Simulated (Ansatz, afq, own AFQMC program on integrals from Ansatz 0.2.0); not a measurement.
**Si2H2, singlet: AFQMC among the cluster methods**

```xyz
4

Si    0.0000    0.0669    0.9963
Si    0.0000   -0.0018   -1.1040
H     0.0000   -0.5439    2.9479
H     0.0000   -1.2719    0.0532
```

Connectivity, by distances: Si–Si ··· H, 1 bridging H.

Basis cc-pVDZ. Only valence electrons are correlated. Ansatz 0.2.0 and our own AFQMC program on the same integrals; the CISD trial comes from CCSD amplitudes, and released means the phaseless constraint is let go. Error bars are statistical, one sigma.

Determinant: RHF, the one that the program's search chose, which needn't be the lowest solution. The geometry is a point of a scan.

No full CI on the walks' own integrals is used here; CCSDT(Q) serves as the reference and is uncertain by about the last step of the cluster series.

Cautions: higher spins were not checked; restricted determinant unstable towards unrestricted (UHF 131 meV lower, ⟨S²⟩ 0.67); raised T1 diagnostic (T1 0.023, weight of the determinant 0.81, largest double 0.13).

The T1 diagnostic is 0.0235 and the weight of the determinant in the CISD state is 0.813. The size of the correlated space is 10 electrons in 36 orbitals.

Reference: CCSDT(Q), correlation energy -6.800 eV. The released energy is read at 2.40 1/Eh (meV from the phaseless value at times in 1/Eh: -16 ± 22 at 0.24, -19 ± 20 at 0.51, -37 ± 26 at 0.99, -59 ± 21 at 1.62, 4 ± 25 at 2.40).

```tsv
level	E − E(reference) (kJ/mol)	share of correlation (%)
HF	656.1	0.00
MP2	136.2	79.25
CCSD	43.7	93.34
CCSD(T)	7.6	98.85
CCSDT	3.5	99.47
ph-AFQMC/HF	-7.3 ± 9.9	101.12
ph-AFQMC/CISD	5.2 ± 1.8	99.21
released AFQMC	5.6 ± 2.4	99.14
```

A walk keeps the symmetry of its determinant, which the program's search chose and which needn't be the lowest solution, so a lower state of the same spin and another symmetry isn't excluded. Released energies are given only where the last usable release times agree within the noise; a slower fall can still hide under it.
